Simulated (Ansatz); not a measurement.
Species: C$_{3}$H$_{6}$O, charge 0, multiplicity 1. SMILES: C=CCO
Structure (B3LYP-D3(BJ)/def2-TZVP (Ansatz, a quantum-chemistry and plane-wave program) minimum search):
```
C
C 1 1.3271
H 2 1.0825 1 121.90
H 2 1.0847 3 116.79 1 179.46
H 1 1.0863 2 120.26 3 -1.03
C 1 1.4963 5 115.57 2 178.75
H 6 1.0922 1 110.53 5 60.03
H 6 1.0967 7 107.77 1 -120.37
O 6 1.4280 7 105.02 8 -118.62
H 9 0.9640 6 107.86 7 -175.79
```

HF/3-21G beside other levels, property by property. Conventions: non-relativistic; valence correlation only; atomisation electronic, to ground-state atoms; spin-orbit terms left out; dispersion terms only where a functional's name holds one; open shells spin-unrestricted. CBS(X,Y): correlation extrapolated as X^-3; Hartree-Fock from the larger set. [CCSD(T)-MP2]/basis is that difference in the basis named. First-principles rows: single points at B3LYP-D3(BJ) geometries (Ansatz), with unscaled harmonic terms from B3LYP/6-31G* (Ansatz) at its own minima, enthalpies of formation by atomisation with measured atoms. A UHF reference is markedly spin-contaminated in at least one set, which strains HF and MP2.

Measured values: Active Thermochemical Tables 1.112 (ions: stationary electron), as tabulated in the package chemicals; CRC Handbook, as tabulated in the package chemicals; G2/97 table in ASE (Curtiss et al.); CRC Handbook, as tabulated in the package chemicals; they hold spin-orbit and core effects, anharmonicity and other conformers. Coupled cluster (Ansatz) is a level with limits of its own, used here on species with T1 under 0.025 (0.045 for open shells) and stable references: RI-MP2/CBS(aug-cc-pVTZ,aug-cc-pVQZ)+[CCSD(T)-MP2]/aug-cc-pVTZ.

```csv
property,HF/3-21G (Ansatz),HF/STO-3G (Ansatz),B3LYP-D3(BJ)/def2-TZVPD (Ansatz + dftd3),wB97X-V/def2-TZVPD (Ansatz),to compare with
"C-C bond dissociation enthalpy at 298 K, to [CH]=C (C2H3) + [CH2]O (CH3O) (kcal/mol)",68.0,81.2,92.0,96.9,97.5 measured
atomisation energy (kcal/mol),650.9,806.0,957.4,955.0,957.4 coupled cluster
enthalpy of formation at 298 K (kcal/mol),277.3,122.2,-29.3,-26.8,-29.8 measured
```

As the rows show:
- C-C bond dissociation enthalpy at 298 K, to [CH]=C (C2H3) + [CH2]O (CH3O): HF/3-21G lies 29.5 kcal/mol below the measured value.
- atomisation energy: HF/3-21G lies 306.5 kcal/mol below coupled cluster.
- enthalpy of formation at 298 K: HF/3-21G lies 307.1 kcal/mol above the measured value.

The properties are those with a value to compare with, at most eight drawn at random. No case is left out for the size of its miss. Left out are saddle points of the reference geometry, anions that the best level run finds unbound, excited spin states, species near biochemistry, 298 K rows of species without real B3LYP wavenumbers, cases with under five habitual levels, runs that failed or that the program found above a lower state of the same kind, table entries that another table contradicts, and a share of species set aside by lot.
